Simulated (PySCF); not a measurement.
The vertical singlet excitations below were computed for one of the candidates. Method used: TDDFT CAM-B3LYP/def2-SVPD, vertical, gas phase, core orbitals frozen in the response (PySCF 2.14.0, density-fitted response routines). Geometries: GFN2-xTB, one conformer each.

```csv
state,λ (nm),f
S1,178.3,0.506
S2,176.1,0.024
S3,168.1,0.024
S4,164.7,0.058
S5,156.9,0.028
S6,155.1,0.049
S7,154.8,0.047
S8,150.9,0.192
```

Triplets computed (Tamm–Dancoff): 4.43, 4.55, 6.85 eV.

Orbital energies (eV): HOMO-3 -11.91, HOMO-2 -11.45, HOMO-1 -9.19, HOMO -8.72, LUMO 1.00, LUMO+1 1.45, LUMO+2 1.90.

Problem. Which structure fits? All have the formula C5H7F.
A. `C=C/C=C\CF`
B. `C=CC/C=C\F`
C. `FC[C@@H]1[C@H]2C[C@@H]12`

Solution. B. Its S1 lies at 6.95 eV; the nearest of the others has S1 at 7.45 eV. S1 is HOMO→LUMO (96%). Löwdin shares by element: HOMO carbon 75% or more (atoms not listed hold the other 25%); LUMO carbon 69% or more (atoms not listed hold the other 31%). At the same level the other candidates give, for their lowest levels:
- `FC[C@@H]1[C@H]2C[C@@H]12`: 166 nm (f 0.007); 160 nm (f 0.025); 160 nm (f 0.075); 157 nm (f 0.012); 148 nm (f 0.054); T1 6.88 eV; HOMO -8.86, LUMO 1.56 eV
- `C=C/C=C\CF`: 218 nm (f 0.650); 184 nm (f 0.003); 178 nm (f 0.016); 172 nm (f 0.000); 168 nm (f 0.026); T1 3.12 eV; HOMO -8.12, LUMO -0.05 eV

Shape of the structure used: `[CH2:1]=[CH:2][CH2:3]/[CH:4]=[CH:5]\[F:6]`: C1–C2–C3–C4 118°, C2–C3–C4–C5 120°.

Without π bonds the low states are Rydberg-like; a valence basis with one diffuse set may place them up to an eV too high.
